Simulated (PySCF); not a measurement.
**Stretching ClF⁺**

Set-up: PySCF, no relativity, basis sets Cl def2-TZVPPD, F def2-TZVPPD. Energies in eV from Cl⁺ + F in their ground configurations at the same level. State: ²Π (doublet), unpaired electrons π ↑.

| R (Å) | UHF-CCSD | PBE |
| --- | --- | --- |
| 1.314 |  | -1.935 |
| 1.375 | -1.775 | -2.861 |
| 1.436 | -2.243 | -3.404 |
| 1.482 | -2.411 | -3.627 |
| 1.528 | -2.463 | -3.732 |
| 1.574 | -2.428 | -3.745 |
| 1.635 | -2.285 | -3.657 |
| 1.711 | -1.996 | -3.428 |
| 1.803 | -1.554 | -3.050 |
| 1.925 |  | -2.464 |

Question: Put a parabola through the three lowest points of the UHF-CCSD curve and estimate Re, k and ωe (reduced mass 12.31 u; 1 eV/Å² = 0.16022 mdyn/Å; ωe = 1302.8·√(k/μ) cm⁻¹).

Answer: Through R = 1.482, 1.528, 1.574 Å the second-order coefficient is 20.6 eV/Å², so Re ≈ 1.532 Å, k ≈ 6.59 mdyn/Å and ωe ≈ 953 cm⁻¹. A polynomial fit of higher order to the unrounded UHF-CCSD energies gives Re = 1.531 Å, k = 6.48 mdyn/Å, ωe = 945 cm⁻¹; anharmonicity and rounding make the difference.

The higher-order fit for each curve: UHF-CCSD: Re = 1.531 Å, ωe = 945 cm⁻¹, De = 2.46 eV; PBE: Re = 1.558 Å, ωe = 896 cm⁻¹, De = 3.75 eV.

Correlated steps freeze 6 core orbitals. For an ion De counts to the pair picked by the measured ionisation energies or electron affinities, which need not be the lowest pair at this level. The state is the lowest determinant that a PBE0 search found; another state may lie lower at other levels.
